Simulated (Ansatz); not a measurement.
Basis-set series for C2H4F2O, SMILES `COC(F)F`. Total charge 0; spin multiplicity 1. The geometry is a stationary point of PBE0-D4/def2-TZVP. It is one conformer, not always the lowest.

```json
{"atom": "C1", "x (Å)": "0.198", "y (Å)": "1.100", "z (Å)": "-0.420"}
{"atom": "O2", "x (Å)": "0.786", "y (Å)": "-0.092", "z (Å)": "0.068"}
{"atom": "C3", "x (Å)": "-0.109", "y (Å)": "-1.029", "z (Å)": "0.447"}
{"atom": "F4", "x (Å)": "-0.750", "y (Å)": "-1.558", "z (Å)": "-0.630"}
{"atom": "F5", "x (Å)": "0.568", "y (Å)": "-2.019", "z (Å)": "1.035"}
{"atom": "H6", "x (Å)": "-0.499", "y (Å)": "1.522", "z (Å)": "0.313"}
{"atom": "H7", "x (Å)": "1.013", "y (Å)": "1.801", "z (Å)": "-0.583"}
{"atom": "H8", "x (Å)": "-0.327", "y (Å)": "0.924", "z (Å)": "-1.362"}
{"atom": "H9", "x (Å)": "-0.880", "y (Å)": "-0.649", "z (Å)": "1.131"}
```

| functional | basis | functions | energy (Eh) | HOMO (eV) | LUMO (eV) |
| --- | --- | --- | --- | --- | --- |
| PBE0-D4 | def2-TZVPP | 211 | -353.31852 | -8.93 | 1.37 |
| PBE0-D4 | def2-QZVPP | 405 | -353.33717 | -8.97 | 0.74 |
| ωB97M-V | def2-TZVPP | 211 | -353.57055 | -11.37 | 2.83 |
| ωB97M-V | def2-QZVPP | 405 | -353.58852 | -11.41 | 1.85 |

Problem. Give the rows for def2-SVP. (An estimate is asked.)

Solution. Computed: 
```tsv
functional	basis	functions	energy (Eh)	HOMO (eV)	LUMO (eV)
PBE0-D4	def2-SVP	90	-352.89610	-8.80	1.90
ωB97M-V	def2-SVP	90	-353.13674	-11.22	3.57
```

Positive LUMOs are unbound and depend on the basis.
